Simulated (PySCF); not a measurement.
Two-dimensional NMR puzzle

Compound of formula C$_{4}$H$_{6}$. Correlations simulated from computed shifts and the bond graph:

HSQC (one-bond C–H):
```csv
δH,δC
1.79,4.4
```

HMBC (two and three bonds, from the bond graph):
```csv
δH,δC
1.79,82.6
```

Carbons without hydrogens: δ 82.6.

Calculated, not measured (PySCF 2.14): σ from GIAO-PBE0/pcSseg-2, structure optimised with PBE0-D3(BJ)/def2-TZVP. One computed conformer, fast rotation and ring inversion assumed for equivalent nuclei, no solvent, no relativistic terms.

Shifts are taken against calculated references (same method and geometry level): TMS for 1H (σref 31.52) and 13C (σref 186.03).

Exchangeable hydrogens are left out of these lists.

Work out the connectivity.

Answers

2-Butyne (SMILES CC#CC).

Structure with atom numbers: `[CH3:1][C:2]#[C:3][CH3:4]`. Each H is labelled by its parent atom.

δC 82.6 is C2/C3, an alkyne carbon. δC 4.4 is C1/C4, a propargylic methyl carbon (δH 1.79). HMBC from δH 1.79 reaches the proton-free carbon C2/C3.

Shifts are as computed. Against solution values, carbons near 30 ppm lie about +3 ppm off and those near 130 ppm about +9 ppm. Of 1211 compounds with measured shifts, 218 miss one by over three times the rms of a fit or turn the order of signals round; such compounds aren't used in these exercises.
